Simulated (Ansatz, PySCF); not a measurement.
**Zinc-blende GaSb, lattice constant a**

Reference value: 6.096 Å (measured, 300 K, no zero-point or thermal correction; as tabulated in Vurgaftman et al. (2001), doi:10.1063/1.1368156).

```csv
level (code),value (Å)
LDA (Ansatz),6.048
PBE (Ansatz),6.214
PBE-D4 (Ansatz),6.111
r²SCAN0 (Ansatz),6.094
MP2 (PySCF),…
```

Question: Fill in the missing entries.

Answer: 
- MP2 (PySCF), value (Å): 6.134 ± 0.02

Differences against the reference: LDA -0.79 %, PBE +1.94 %, PBE-D4 +0.25 %, r²SCAN0 -0.03 %, MP2 +0.62 %.

The reference is not for a static lattice or low temperature, so close values are not ranked against it. Off by more than 1.25 %, or 1.75 % on the side where a correction would as a rule narrow the miss (bounds picked here): PBE (+1.94 %).

The reference isn't brought to a static lattice, while the calculations are for one, so the differences are not the levels' errors alone. A static lattice is as a rule a little smaller than the measured one.  A ± on a computed value is a rough bar: the spread of its extrapolation, a floor set from checks against published values, or a statistical error. Cutoffs and k meshes differ between the levels. Ansatz's density-functional and Hartree–Fock values are scalar-relativistic unless marked +SOC, with PAW data made under PBE.

Differences are worked out from the printed values.

Ansatz is a first-principles code.
